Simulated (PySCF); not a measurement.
# MgF with other numerical set-ups

The method stays; parts of the set-up, such as the basis or the Hamiltonian, are changed.

Computed with PySCF 2.14.0. Level: each script names its method and basis.

2 further runs of the same task are left out: 2 that didn't finish.

### Step 1. The system as given

MgF: 2 atoms, charge 0, spin multiplicity 2.

Bond lengths: Mg1–F2 1.649 Å.

### Step 2. The run that the others are compared with

input.py

```python
from pyscf import gto, scf, mcscf, mrpt

mol = gto.M(
    atom='Mg 0 0 0; F 0 0 1.649',
    basis='pcseg-2',
    charge=0,
    spin=1,
    verbose=3,
)
mf = scf.ROHF(mol)
mf.kernel()
mc = mcscf.CASSCF(mf, 5, 5)
mc.kernel()
mc.analyze()
mrpt.NEVPT(mc).kernel()
mf.dip_moment()
print('orbital energies (hartree):', mf.mo_energy[..., max(0, mol.nelec[1]-3):mol.nelec[0]+3].round(4))
```

Started as:

```sh
> python input.py
```

The log of this run is left out.

Base result: E(SCF) = -299.129813 Eh, E(CAS) − E(SCF) = -0.05057 Eh, NEVPT2 = -0.23021 Eh, μ = 2.75 D (of the SCF density).

The bond length is a typed value, not an optimised one.

### Step 3. 6-31+g*

Run 1 changes basis set: pcseg-2 → 6-31+g*.

input.py

```python
from pyscf import gto, scf, mcscf, mrpt

mol = gto.M(
    atom='Mg 0 0 0; F 0 0 1.649',
    basis='6-31+g*',
    charge=0,
    spin=1,
    verbose=3,
)
mf = scf.ROHF(mol)
mf.kernel()
mc = mcscf.CASSCF(mf, 5, 5)
mc.kernel()
mc.analyze()
mrpt.NEVPT(mc).kernel()
mf.dip_moment()
print('orbital energies (hartree):', mf.mo_energy[..., max(0, mol.nelec[1]-3):mol.nelec[0]+3].round(4))
```

Started as:

```sh
> python input.py
```

### Step 4. 6-311g**

Run 2 changes basis set: pcseg-2 → 6-311g**.

input.py: that of step 2 with these lines changed.

```diff
@@ -4,3 +4,3 @@
     atom='Mg 0 0 0; F 0 0 1.649',
-    basis='pcseg-2',
+    basis='6-311g**',
     charge=0,
```

### Step 5. Def2-svp

Run 3 changes basis set: pcseg-2 → def2-svp.

input.py: that of step 2 with these lines changed.

```diff
@@ -4,3 +4,3 @@
     atom='Mg 0 0 0; F 0 0 1.649',
-    basis='pcseg-2',
+    basis='def2-svp',
     charge=0,
```

### Step 6. 6-31g(3d)

Run 4 changes basis set: pcseg-2 → 6-31g(3d).

input.py: that of step 2 with these lines changed.

```diff
@@ -4,3 +4,3 @@
     atom='Mg 0 0 0; F 0 0 1.649',
-    basis='pcseg-2',
+    basis='6-31g(3d)',
     charge=0,
```

### Step 7. Cartesian functions on

Run 5 changes Cartesian functions: off → on.

input.py: that of step 2 with these lines changed.

```diff
@@ -7,2 +7,3 @@
     spin=1,
+    cart=True,
     verbose=3,
```

What does the calculation give? Wanted: for each run, E(SCF); from base; SCF dipole; after the SCF.

The runs gave:

```
                    run  E(SCF) (hartree)  from base (eV)  SCF dipole (D)  functions                                                                 after the SCF
                   base       -299.129813               0            2.75         49  NEVPT2 correlation -7.641 eV (from the SCF energy, the CASSCF gain included)
                6-31+g*       -299.086020         +1.1916            2.80         40  NEVPT2 correlation -5.278 eV (from the SCF energy, the CASSCF gain included)
               6-311g**       -299.116581         +0.3600            2.80         44  NEVPT2 correlation -9.874 eV (from the SCF energy, the CASSCF gain included)
               def2-svp       -298.939232         +5.1860            2.78         32  NEVPT2 correlation -5.587 eV (from the SCF energy, the CASSCF gain included)
6-31g(3d) (poor choice)       -299.086706  not comparable            2.41         52  NEVPT2 correlation -6.729 eV (from the SCF energy, the CASSCF gain included)
 Cartesian functions on       -299.132539         -0.0742            2.72        n/a  NEVPT2 correlation -7.965 eV (from the SCF energy, the CASSCF gain included)
```

In words: Of the runs whose energies can be compared, “def2-svp” moves the SCF energy most (+5.186 eV). 6-31+g* (40 functions) gives an energy 1.19 eV higher than pcseg-2 (49). 6-311g** (44 functions) gives an energy 0.36 eV higher than pcseg-2 (49). def2-svp (32 functions) gives an energy 5.19 eV higher than pcseg-2 (49). Rows marked «poor choice» come from settings spoiled on purpose.
